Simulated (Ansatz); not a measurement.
Fluorite CeO2, treated with PBEsol in Ansatz (PAW).

Numerical settings: plane-wave cutoff 520 eV, 8×8×8 k mesh, no spin polarisation, scalar-relativistic PAW data made under PBE.

Cell (relaxed at this level):

```
CeO2
1.0
    0.00000     2.69890     2.69890
    2.69890     0.00000     2.69890
    2.69890     2.69890     0.00000
Ce O
1 2
Direct
  0.00000   0.00000   0.00000
  0.25000   0.25000   0.25000
  0.75000   0.75000   0.75000
```

Task: What does this level give for the elastic constant C44, Poisson ratio, elastic constant C12, Young modulus, Voigt–Reuss–Hill bulk modulus and elastic constant C11?

Result: 
elastic constant C44: 59.2 GPa
Poisson ratio: 0.317
elastic constant C12: 109 GPa
Young modulus: 211 GPa
Voigt–Reuss–Hill bulk modulus: 192 GPa
elastic constant C11: 358 GPa

Measured, for comparison: elastic constant C44 60 GPa, elastic constant C12 105 GPa, elastic constant C11 403 GPa (temperature not stated, not corrected to a static lattice; as tabulated in Atomistic and experimental study on thermal conductivity of bulk and porous …). Computed (rounded) less measured: elastic constant C44 -1 %, elastic constant C12 +4 %, elastic constant C11 -11 %. A static lattice is as a rule a little smaller and stiffer than an uncorrected measurement, which narrows the difference in the elastic constant C12 and would widen misses of the other sign.

Elastic constants are with the ions relaxed.

Spin–orbit coupling is not included.

Static lattice: no zero-point or thermal effects.

Ansatz is a first-principles code.
